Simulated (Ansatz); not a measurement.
# C4H (charge -1), SMILES [C-]#CC#C: a rigid scan of one bond length

Computed with the Ansatz DFT code, driven from Python.

`c4h_scan.py`:
```python
"""Stretching a bond of C4H(-), the rest held rigid."""

import ansatz as az
from ase import Atoms
import matplotlib.pyplot as plt
import numpy as np


def main() -> None:
    atoms = Atoms(["C", "C", "C", "C", "H"], positions=[
        [2.6083, 1.1507, 0.0554],
        [1.1993, 0.5291, 0.0255],
        [-0.2121, -0.0936, -0.0045],
        [-1.3104, -0.5781, -0.0278],
        [-2.285, -1.0081, -0.0485],
    ])
    mol = az.Crystal.molecule_from_ase(atoms)

    symbols = [site.symbol for site in mol.cartesian_sites]
    start = np.array([site.position_ang for site in mol.cartesian_sites])
    axis = (start[0] - start[1]) / np.linalg.norm(start[0] - start[1])
    moving = [0]
    lengths, energies = [1.355, 1.417, 1.479, 1.54, 1.602, 1.664, 1.725, 1.818], []
    for length in lengths:
        xyz = start.copy()
        xyz[moving] += (length - np.linalg.norm(start[0] - start[1])) * axis
        point = az.Crystal.molecule()
        for symbol, place in zip(symbols, xyz):
            point = point.atom(symbol, place.tolist())
        calc = (
            point.calculation()
            .basis(gaussian="cc-pVDZ")
            .functional("r2scan0")
            .charge(-1)
        )
        summary = calc.run(threads=1).report
        energies.append(summary["free_energy_ev"])
        print(f"r = {length:6.3f} A  E = {energies[-1]:.5f} eV  <S^2> = {abs(summary['mean_field']['state']['spin_squared']):.3f}")

    # quartic fit about the minimum
    fit = np.polynomial.Polynomial.fit(lengths, np.array(energies) - min(energies), 4).convert()
    roots = [r.real for r in fit.deriv().roots() if abs(r.imag) < 1e-9 and fit.deriv(2)(r.real) > 0]
    r_e = min(roots, key=lambda r: abs(r - lengths[int(np.argmin(energies))]))
    print(f"minimum of the fit at {r_e:.4f} A, force constant {fit.deriv(2)(r_e):.2f} eV/A^2")
    plt.figure(figsize=(4.5, 3))
    plt.plot(lengths, np.array(energies) - min(energies), "o-")
    plt.xlabel("bond length (A)")
    plt.ylabel("E - E(min) (eV)")
    plt.tight_layout()
    plt.savefig("scan.png", dpi=100)


if __name__ == "__main__":
    main()
```

`python c4h_scan.py` gives:
```text
r =  1.355 A  E = -4156.31345 eV  <S^2> = 0.000
r =  1.417 A  E = -4155.83405 eV  <S^2> = 0.000
r =  1.479 A  E = -4155.24093 eV  <S^2> = 0.000
r =  1.540 A  E = -4154.59129 eV  <S^2> = 0.000
r =  1.602 A  E = -4153.89716 eV  <S^2> = 0.000
r =  1.664 A  E = -4153.19333 eV  <S^2> = 0.000
r =  1.725 A  E = -4152.50848 eV  <S^2> = 0.000
r =  1.818 A  E = -4151.50470 eV  <S^2> = 0.000
minimum of the fit at 1.2381 A, force constant 72.19 eV/A^2
```

Notes:
- Total energies depend on the basis set; only differences at equal settings carry meaning.
- The rest of the molecule is held rigid at a force-field or estimated start geometry, and the basis set is modest; single-reference methods fail as a bond breaks.
- The orbitals are restricted, so S² is zero by construction.
- Toward dissociation an unrestricted state can lie under the restricted one, by tenths of an eV for polar bonds under a functional and by 1 to 2 eV or more for others.
- Anions want diffuse functions, which this basis lacks.
- It ran for 16 s on 1 thread of Arm Neoverse V1 (shared host), peak memory 0.22 GiB.
